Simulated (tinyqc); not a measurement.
Coupled-perturbed Hartree-Fock on RHF in the sto-6g basis, for BH2+, spin multiplicity 1, step by step (part 1 of 2). Computed by tinyqc, a small Python program that keeps every step (integrals from PySCF). Settings: charge = 1, multiplicity = 1, basis = sto-6g, method = RHF, energy threshold = 1e-10, iteration cap = 60, orthogonalisation = symmetric, start = atomic densities, DIIS depth = 6. Command: `OMP_NUM_THREADS=1 python tinyqc.py 29025 29026 out.jsonl` (the two numbers bound the seeds that draw the settings). One thread of a shared host (Intel(R) Xeon(R) Processor @ 2.60GHz), about 0.3 s of CPU time with the checks. Later iterations appear only in the table of the cycle.

## One-electron integrals

Geometry (angstrom):
```
atom        x         y        z
B     0.00000   0.00000  0.00000
H     0.00000   1.29800  0.62200
H     0.00000  -1.26600  0.60700
```

Basis sto-6g: exponents (1/bohr^2) and contraction coefficients of normalised primitives:
```
element  l (shell)   exponent  coefficient
B            s (1)  506.01115      0.00916
B            s (1)   92.77681      0.04936
B            s (1)   25.95566      0.16854
B            s (1)    8.91645      0.37056
B            s (1)    3.46251      0.41649
B            s (1)    1.42605      0.13033
B            s (2)   23.19458     -0.01325
B            s (2)    4.59081     -0.04699
B            s (2)    1.42682     -0.03379
B            s (2)    0.54895      0.25024
B            s (2)    0.23841      0.59512
B            s (2)    0.10928      0.24071
B            p (3)   23.19458      0.00376
B            p (3)    4.59081      0.03768
B            p (3)    1.42682      0.17390
B            p (3)    0.54895      0.41804
B            p (3)    0.23841      0.42586
B            p (3)    0.10928      0.10171
H            s (1)   35.52322      0.00916
H            s (1)    6.51314      0.04936
H            s (1)    1.82214      0.16854
H            s (1)    0.62596      0.37056
H            s (1)    0.24308      0.41649
H            s (1)    0.10011      0.13033
```

Overlap, kinetic and nuclear-attraction integrals over the contracted functions; the nuclear repulsion is the sum of Za Zb / Rab.

nuclear repulsion = 3.9291919 hartree

overlap S:
```
          1B 1s    1B 2s   1B 2px    1B 2py   1B 2pz    2H 1s     3H 1s
1B 1s   1.00000  0.26489  0.00000   0.00000  0.00000  0.03930   0.04259
1B 2s   0.26489  1.00000  0.00000   0.00000  0.00000  0.35644   0.37223
1B 2px  0.00000  0.00000  1.00000   0.00000  0.00000  0.00000   0.00000
1B 2py  0.00000  0.00000  0.00000   1.00000  0.00000  0.35812  -0.37018
1B 2pz  0.00000  0.00000  0.00000   0.00000  1.00000  0.17161   0.17749
2H 1s   0.03930  0.35644  0.00000   0.35812  0.17161  1.00000   0.04682
3H 1s   0.04259  0.37223  0.00000  -0.37018  0.17749  0.04682   1.00000
```

kinetic energy T (hartree):
```
           1B 1s     1B 2s   1B 2px    1B 2py   1B 2pz     2H 1s     3H 1s
1B 1s   10.94724  -0.33388  0.00000   0.00000  0.00000  -0.01065  -0.01099
1B 2s   -0.33388   0.37450  0.00000   0.00000  0.00000   0.03756   0.04333
1B 2px   0.00000   0.00000  1.12503   0.00000  0.00000   0.00000   0.00000
1B 2py   0.00000   0.00000  0.00000   1.12503  0.00000   0.11572  -0.12677
1B 2pz   0.00000   0.00000  0.00000   0.00000  1.12503   0.05545   0.06078
2H 1s   -0.01065   0.03756  0.00000   0.11572  0.05545   0.76852  -0.00948
3H 1s   -0.01099   0.04333  0.00000  -0.12677  0.06078  -0.00948   0.76852
```

nuclear attraction V (hartree):
```
            1B 1s     1B 2s    1B 2px    1B 2py    1B 2pz     2H 1s     3H 1s
1B 1s   -24.13628  -2.94142   0.00000   0.00061  -0.01184  -0.47935  -0.52012
1B 2s    -2.94142  -4.48406   0.00000   0.00451  -0.10706  -1.32397  -1.39840
1B 2px    0.00000   0.00000  -4.42686   0.00000   0.00000   0.00000   0.00000
1B 2py    0.00061   0.00451   0.00000  -4.56598   0.00182  -1.25523   1.31448
1B 2pz   -0.01184  -0.10706   0.00000   0.00182  -4.45882  -0.61590  -0.64510
2H 1s    -0.47935  -1.32397   0.00000  -1.25523  -0.61590  -3.27475  -0.16818
3H 1s    -0.52012  -1.39840   0.00000   1.31448  -0.64510  -0.16818  -3.31925
```

core Hamiltonian H = T + V (hartree):
```
            1B 1s     1B 2s    1B 2px    1B 2py    1B 2pz     2H 1s     3H 1s
1B 1s   -13.18904  -3.27530   0.00000   0.00061  -0.01184  -0.49000  -0.53111
1B 2s    -3.27530  -4.10956   0.00000   0.00451  -0.10706  -1.28641  -1.35507
1B 2px    0.00000   0.00000  -3.30183   0.00000   0.00000   0.00000   0.00000
1B 2py    0.00061   0.00451   0.00000  -3.44095   0.00182  -1.13951   1.18770
1B 2pz   -0.01184  -0.10706   0.00000   0.00182  -3.33380  -0.56045  -0.58432
2H 1s    -0.49000  -1.28641   0.00000  -1.13951  -0.56045  -2.50622  -0.17766
3H 1s    -0.53111  -1.35507   0.00000   1.18770  -0.58432  -0.17766  -2.55073
```

## Two-electron integrals

Functions are numbered as in S; the eight-fold symmetry (ij|kl) = (ji|kl) = (kl|ij) leaves the list below.

Two-electron integrals (ij|kl) in chemists' order, unique and non-zero (hartree):
```
(11|11) 2.92499    (21|11) 0.48076    (21|21) 0.09948    (22|11) 0.74345
(22|21) 0.18897    (22|22) 0.54492    (31|31) 0.02110    (32|31) 0.03085
(32|32) 0.12044    (33|11) 0.74345    (33|21) 0.18897    (33|22) 0.54492
(33|33) 0.58711    (41|41) 0.02110    (42|41) 0.03085    (42|42) 0.12044
(43|43) 0.03164    (44|11) 0.74345    (44|21) 0.18897    (44|22) 0.54492
(44|33) 0.52383    (44|44) 0.58711    (51|51) 0.02110    (52|51) 0.03085
(52|52) 0.12044    (53|53) 0.03164    (54|54) 0.03164    (55|11) 0.74345
(55|21) 0.18897    (55|22) 0.54492    (55|33) 0.52383    (55|44) 0.52383
(55|55) 0.58711    (61|11) 0.07361    (61|21) 0.01477    (61|22) 0.02787
(61|33) 0.02772    (61|41) 0.00105    (61|42) 0.00201    (61|44) 0.02809
(61|51) 0.00050    (61|52) 0.00097    (61|54) 0.00018    (61|55) 0.02781
(61|61) 0.00228    (62|11) 0.19461    (62|21) 0.05042    (62|22) 0.16224
(62|33) 0.15747    (62|41) 0.00530    (62|42) 0.03246    (62|44) 0.16910
(62|51) 0.00254    (62|52) 0.01556    (62|54) 0.00557    (62|55) 0.16014
(62|61) 0.00798    (62|62) 0.07016    (63|31) 0.00500    (63|32) 0.02338
(63|43) 0.00591    (63|53) 0.00283    (63|63) 0.00718    (64|11) 0.17265
(64|21) 0.04532    (64|22) 0.15332    (64|33) 0.14539    (64|41) 0.00901
(64|42) 0.05097    (64|44) 0.16695    (64|51) 0.00192    (64|52) 0.01322
(64|54) 0.00750    (64|55) 0.14763    (64|61) 0.00750    (64|62) 0.07730
(64|64) 0.09060    (65|11) 0.08273    (65|21) 0.02172    (65|22) 0.07347
(65|33) 0.06967    (65|41) 0.00192    (65|42) 0.01322    (65|44) 0.07434
(65|51) 0.00592    (65|52) 0.02971    (65|54) 0.00815    (65|55) 0.07640
(65|61) 0.00359    (65|62) 0.03704    (65|64) 0.03997    (65|65) 0.02634
(66|11) 0.36554    (66|21) 0.09663    (66|22) 0.35180    (66|33) 0.33190
(66|41) 0.01142    (66|42) 0.09441    (66|44) 0.38044    (66|51) 0.00547
(66|52) 0.04524    (66|54) 0.02326    (66|55) 0.34305    (66|61) 0.01557
(66|62) 0.20162    (66|64) 0.24034    (66|65) 0.11517    (66|66) 0.77500
(71|11) 0.07985    (71|21) 0.01602    (71|22) 0.03021    (71|33) 0.03005
(71|41) -0.00114   (71|42) -0.00218   (71|44) 0.03045    (71|51) 0.00054
(71|52) 0.00104    (71|54) -0.00019   (71|55) 0.03014    (71|61) 0.00234
(71|62) 0.00777    (71|64) 0.00668    (71|65) 0.00351    (71|66) 0.01482
(71|71) 0.00268    (72|11) 0.20586    (72|21) 0.05331    (72|22) 0.17093
(72|33) 0.16594    (72|41) -0.00561   (72|42) -0.03404   (72|44) 0.17810
(72|51) 0.00269    (72|52) 0.01632    (72|54) -0.00583   (72|55) 0.16874
(72|61) 0.00758    (72|62) 0.04525    (72|64) 0.03795    (72|65) 0.02332
(72|66) 0.09667    (72|71) 0.00914    (72|72) 0.07697    (73|31) 0.00536
(73|32) 0.02488    (73|43) -0.00624   (73|53) 0.00299    (73|63) 0.00410
(73|73) 0.00802    (74|11) -0.18084   (74|21) -0.04746   (74|22) -0.16005
(74|33) -0.15173   (74|41) 0.00958    (74|42) 0.05362    (74|44) -0.17435
(74|51) -0.00202   (74|52) -0.01378   (74|54) 0.00786    (74|55) -0.15406
(74|61) -0.00644   (74|62) -0.03747   (74|64) -0.02847   (74|65) -0.01902
(74|66) -0.07802   (74|71) -0.00852   (74|72) -0.08409   (74|74) 0.09799
(75|11) 0.08671    (75|21) 0.02275    (75|22) 0.07674    (75|33) 0.07275
(75|41) -0.00202   (75|42) -0.01378   (75|44) 0.07761    (75|51) 0.00633
(75|52) 0.03149    (75|54) -0.00857   (75|55) 0.07985    (75|61) 0.00340
(75|62) 0.02318    (75|64) 0.01913    (75|65) 0.01579    (75|66) 0.05134
(75|71) 0.00409    (75|72) 0.04032    (75|74) -0.04314   (75|75) 0.02870
(76|11) 0.02487    (76|21) 0.00643    (76|22) 0.02082    (76|33) 0.02026
(76|41) 5.66e-06   (76|42) 4.85e-05   (76|44) 0.02105    (76|51) 0.00056
(76|52) 0.00340    (76|54) 1.16e-05   (76|55) 0.02114    (76|61) 0.00097
(76|62) 0.00737    (76|64) 0.00720    (76|65) 0.00423    (76|66) 0.01886
(76|71) 0.00105    (76|72) 0.00767    (76|74) -0.00740   (76|75) 0.00438
(76|76) 0.00100    (77|11) 0.37440    (77|21) 0.09894    (77|22) 0.35882
(77|33) 0.33828    (77|41) -0.01192   (77|42) -0.09715   (77|44) 0.38839
(77|51) 0.00572    (77|52) 0.04658    (77|54) -0.02403   (77|55) 0.34980
(77|61) 0.01399    (77|62) 0.09340    (77|64) 0.07624    (77|65) 0.04996
(77|66) 0.20629    (77|71) 0.01730    (77|72) 0.21242    (77|74) -0.25135
(77|75) 0.12051    (77|76) 0.01886    (77|77) 0.77500
```

## Orthogonalisation

S = U s U^T; symmetric (Loewdin) form X = U s^(-1/2) U^T, so that X^T S X = 1.

eigenvalues of S: 0.41608  0.46311  0.87596  1.00000  1.08929  1.49151  1.66405

X:
```
           1B 1s     1B 2s   1B 2px    1B 2py    1B 2pz     2H 1s     3H 1s
1B 1s    1.02988  -0.15426  0.00000   0.00051  -0.00725   0.02184   0.02242
1B 2s   -0.15426   1.16145  0.00000  -0.00651   0.06221  -0.22100  -0.23566
1B 2px   0.00000   0.00000  1.00000   0.00000   0.00000   0.00000   0.00000
1B 2py   0.00051  -0.00651  0.00000   1.13095  -0.00275  -0.22518   0.23701
1B 2pz  -0.00725   0.06221  0.00000  -0.00275   1.02895  -0.10382  -0.10968
2H 1s    0.02184  -0.22100  0.00000  -0.22518  -0.10382   1.13751  -0.01613
3H 1s    0.02242  -0.23566  0.00000   0.23701  -0.10968  -0.01613   1.15163
```

## Starting guess

The start is atomic minimal-basis densities projected into this basis (PySCF's MINAO start) and scaled to the electron count of each spin; this density is not idempotent, so its energy is not variational and may lie below the converged one.

D at the start:
```
           1B 1s     1B 2s   1B 2px    1B 2py    1B 2pz     2H 1s     3H 1s
1B 1s    1.85740  -0.45765  0.00000  -0.00056   0.01066  -0.02994  -0.03054
1B 2s   -0.45765   1.73590  0.00000   0.00183  -0.03549   0.11818   0.12012
1B 2px   0.00000   0.00000  0.27447   0.00000   0.00000   0.00000   0.00000
1B 2py  -0.00056   0.00183  0.00000   0.23115   0.00039   0.04312  -0.04268
1B 2pz   0.01066  -0.03549  0.00000   0.00039   0.26487   0.01830   0.01810
2H 1s   -0.02994   0.11818  0.00000   0.04312   0.01830   0.81789   0.01064
3H 1s   -0.03054   0.12012  0.00000  -0.04268   0.01810   0.01064   0.81588
```

## Iteration 1: building the Fock matrix

J_ij = sum D_kl (ij|kl), K_ij = sum D_kl (ik|jl); F = H + J - 0.5 K; E = tr D H + tr D J / 2 - 0.25 tr D K + E_nn.

Coulomb J (hartree):
```
           1B 1s     1B 2s   1B 2px    1B 2py    1B 2pz    2H 1s     3H 1s
1B 1s    7.58385   1.46785  0.00000  -0.00043   0.00938  0.22206   0.24086
1B 2s    1.46785   3.26288  0.00000  -0.00232   0.07921  1.00055   1.05394
1B 2px   0.00000   0.00000  3.22697   0.00000   0.00000  0.00000   0.00000
1B 2py  -0.00043  -0.00232  0.00000   3.31459  -0.00067  0.96010  -1.00217
1B 2pz   0.00938   0.07921  0.00000  -0.00067   3.24708  0.47153   0.49239
2H 1s    0.22206   1.00055  0.00000   0.96010   0.47153  2.37343   0.12810
3H 1s    0.24086   1.05394  0.00000  -1.00217   0.49239  0.12810   2.40633
```

exchange K (hartree):
```
           1B 1s     1B 2s   1B 2px    1B 2py    1B 2pz    2H 1s     3H 1s
1B 1s    5.18418   0.88016  0.00000  -0.00097   0.00854  0.15024   0.16292
1B 2s    0.88016   1.25169  0.00000  -0.00595   0.07136  0.53100   0.55743
1B 2px   0.00000   0.00000  0.42149   0.00000   0.00000  0.00000   0.00000
1B 2py  -0.00097  -0.00595  0.00000   0.57988  -0.00267  0.32373  -0.33805
1B 2pz   0.00854   0.07136  0.00000  -0.00267   0.45779  0.16302   0.16971
2H 1s    0.15024   0.53100  0.00000   0.32373   0.16302  0.85435   0.12556
3H 1s    0.16292   0.55743  0.00000  -0.33805   0.16971  0.12556   0.87014
```

Fock matrix F (hartree):
```
           1B 1s     1B 2s    1B 2px    1B 2py    1B 2pz     2H 1s     3H 1s
1B 1s   -8.19728  -2.24753   0.00000   0.00067  -0.00673  -0.34306  -0.37171
1B 2s   -2.24753  -1.47253   0.00000   0.00516  -0.06353  -0.55135  -0.57985
1B 2px   0.00000   0.00000  -0.28561   0.00000   0.00000   0.00000   0.00000
1B 2py   0.00067   0.00516   0.00000  -0.41630   0.00249  -0.34128   0.35455
1B 2pz  -0.00673  -0.06353   0.00000   0.00249  -0.31561  -0.17043  -0.17678
2H 1s   -0.34306  -0.55135   0.00000  -0.34128  -0.17043  -0.55997  -0.11234
3H 1s   -0.37171  -0.57985   0.00000   0.35455  -0.17678  -0.11234  -0.57947
```

total energy of this density = -22.7531502 hartree

This density is the starting one; it is not idempotent, so its energy is not variational and may lie below the converged one.

## Iteration 1: diagonalisation and new density

Diagonalise F' = X^T F X, C = X C', fill 3 alpha and 3 beta electrons from the bottom; D = 2 C_occ C_occ^T. Each column has its largest component positive (the first on a tie).

F' = X^T F X (hartree):
```
          1         2         3         4         5         6         7
1  -8.04081  -1.06725   0.00000   0.00047  -0.01219  -0.02586  -0.03322
2  -1.06725  -0.89766   0.00000  -0.00322   0.02373  -0.27883  -0.29540
3   0.00000   0.00000  -0.28561   0.00000   0.00000   0.00000   0.00000
4   0.00047  -0.00322   0.00000  -0.21748  -0.00129  -0.25672   0.26820
5  -0.01219   0.02373   0.00000  -0.00129  -0.27160  -0.11788  -0.12368
6  -0.02586  -0.27883   0.00000  -0.25672  -0.11788  -0.32813  -0.03998
7  -0.03322  -0.29540   0.00000   0.26820  -0.12368  -0.03998  -0.32596
```

orbital energies (hartree): MO1 -8.19816, MO2 -0.99888, MO3 -0.62493, MO4 -0.36403, MO5 -0.28561, MO6 -0.01710, MO7 0.12146

coefficients C:
```
             MO1       MO2       MO3       MO4      MO5       MO6       MO7
1B 1s    0.99683  -0.24208  -0.00479   0.11031  0.00000   0.14435   0.01343
1B 2s    0.01212   0.80343   0.02225  -0.50407  0.00000  -0.75798  -0.07930
1B 2px   0.00000   0.00000   0.00000   0.00000  1.00000   0.00000   0.00000
1B 2py  -0.00012  -0.00717   0.51984  -0.00039  0.00000  -0.07427   1.05365
1B 2pz   0.00133   0.07183  -0.00218   0.78125  0.00000  -0.68334  -0.05484
2H 1s   -0.00117   0.22644   0.45456   0.31922  0.00000   0.78580  -0.65400
3H 1s   -0.00120   0.24356  -0.44765   0.30890  0.00000   0.68701   0.78970
```

D after iteration 1:
```
           1B 1s     1B 2s   1B 2px    1B 2py    1B 2pz     2H 1s     3H 1s
1B 1s    2.10458  -0.36505  0.00000  -0.00174  -0.03211  -0.11632  -0.11603
1B 2s   -0.36505   1.29228  0.00000   0.01161   0.11536   0.38406   0.37142
1B 2px   0.00000   0.00000  0.00000   0.00000   0.00000   0.00000   0.00000
1B 2py  -0.00174   0.01161  0.00000   0.54056  -0.00329   0.46934  -0.46890
1B 2pz  -0.03211   0.11536  0.00000  -0.00329   0.01033   0.03055   0.03694
2H 1s   -0.11632   0.38406  0.00000   0.46934   0.03055   0.51580  -0.29666
3H 1s   -0.11603   0.37142  0.00000  -0.46890   0.03694  -0.29666   0.51943
```

## Iteration 9 (converged): orbitals

converged F (hartree):
```
           1B 1s     1B 2s    1B 2px    1B 2py    1B 2pz     2H 1s     3H 1s
1B 1s   -8.01505  -2.22932   0.00000   0.00035   0.00845  -0.33495  -0.36282
1B 2s   -2.22932  -1.35106   0.00000   0.00411  -0.08412  -0.55032  -0.57434
1B 2px   0.00000   0.00000  -0.15107   0.00000   0.00000   0.00000   0.00000
1B 2py   0.00035   0.00411   0.00000  -0.55218   0.00373  -0.43639   0.44866
1B 2pz   0.00845  -0.08412   0.00000   0.00373  -0.18885  -0.16437  -0.17130
2H 1s   -0.33495  -0.55032   0.00000  -0.43639  -0.16437  -0.56765  -0.06877
3H 1s   -0.36282  -0.57434   0.00000   0.44866  -0.17130  -0.06877  -0.58545
```

As before.

F' = X^T F X (hartree):
```
          1         2         3         4         5         6         7
1  -7.84992  -1.09845   0.00000   0.00043   0.00323  -0.01373  -0.02081
2  -1.09845  -0.73759   0.00000  -0.00471   0.01179  -0.31512  -0.32944
3   0.00000   0.00000  -0.15107   0.00000   0.00000   0.00000   0.00000
4   0.00043  -0.00471   0.00000  -0.29776  -0.00039  -0.34209   0.35334
5   0.00323   0.01179   0.00000  -0.00039  -0.14156  -0.12507  -0.13169
6  -0.01373  -0.31512   0.00000  -0.34209  -0.12507  -0.29249  -0.02215
7  -0.02081  -0.32944   0.00000   0.35334  -0.13169  -0.02215  -0.28785
```

orbital energies (hartree): MO1 -8.01682, MO2 -0.92057, MO3 -0.77468, MO4 -0.22117, MO5 -0.15107, MO6 0.11547, MO7 0.21059

coefficients C:
```
             MO1       MO2       MO3       MO4      MO5       MO6       MO7
1B 1s    0.99541  -0.22840  -0.00815   0.12736  0.00000   0.16032   0.02200
1B 2s    0.01773   0.72379   0.03113  -0.54160  0.00000  -0.80510  -0.11991
1B 2px   0.00000   0.00000   0.00000   0.00000  1.00000   0.00000   0.00000
1B 2py  -0.00013  -0.01794   0.58387  -0.00235  0.00000  -0.11681   1.01543
1B 2pz  -0.00002   0.09174   0.00036   0.79001  0.00000  -0.66794  -0.08244
2H 1s   -0.00267   0.28105   0.41556   0.28515  0.00000   0.80970  -0.64528
3H 1s   -0.00282   0.30928  -0.39522   0.27349  0.00000   0.64016   0.84516
```

D after iteration 9:
```
           1B 1s     1B 2s   1B 2px    1B 2py    1B 2pz     2H 1s     3H 1s
1B 1s    2.08614  -0.29582  0.00000  -0.00159  -0.04195  -0.14048  -0.14045
1B 2s   -0.29582   1.05031  0.00000   0.01037   0.13282   0.43262   0.42300
1B 2px   0.00000   0.00000  0.00000   0.00000   0.00000   0.00000   0.00000
1B 2py  -0.00159   0.01037  0.00000   0.68244  -0.00287   0.47518  -0.47260
1B 2pz  -0.04195   0.13282  0.00000  -0.00287   0.01683   0.05186   0.05646
2H 1s   -0.14048   0.43262  0.00000   0.47518   0.05186   0.50337  -0.15461
3H 1s   -0.14045   0.42300  0.00000  -0.47260   0.05646  -0.15461   0.50371
```

## Convergence

Stop when the energy changes by less than 1e-10 hartree and every element of the error matrix X^T (F D S - S D F) X is below 3e-06.

Course of the cycle:
```
iteration  E (hartree)     change  largest element of the error matrix
1          -22.7531502          -                             3.24e-01
2          -25.3286337  -2.58e+00                             6.45e-02
3          -25.3402575  -1.16e-02                             2.10e-02
4          -25.3418890  -1.63e-03                             2.90e-03
5          -25.3419238  -3.49e-05                             5.51e-04
6          -25.3419244  -5.98e-07                             3.66e-05
7          -25.3419244  -4.40e-09                             2.12e-05
8          -25.3419244  -1.87e-09                             4.05e-06
9          -25.3419244  -6.79e-11                             7.06e-08
```

PySCF RHF in the same basis = -25.3419244 hartree

Converged in 9 iterations.

## Populations, bond orders and dipole

Mulliken: Z minus the diagonal of D S on the atom; Loewdin: the same with S^(1/2) D S^(1/2); Mayer order: 2 sum_s sum (D(s) S)_ij (D(s) S)_ji over the two atoms.

Charges (e):
```
atom  Mulliken  Loewdin
1B     0.65680  0.71796
2H     0.17611  0.14613
3H     0.16708  0.13591
```

Mayer bond orders:
```
pair    order
2-1   0.94825
3-1   0.95135
3-2   0.02074
```

dipole moment about the origin, x y z (debye): 0.00000  0.06324  -0.01205
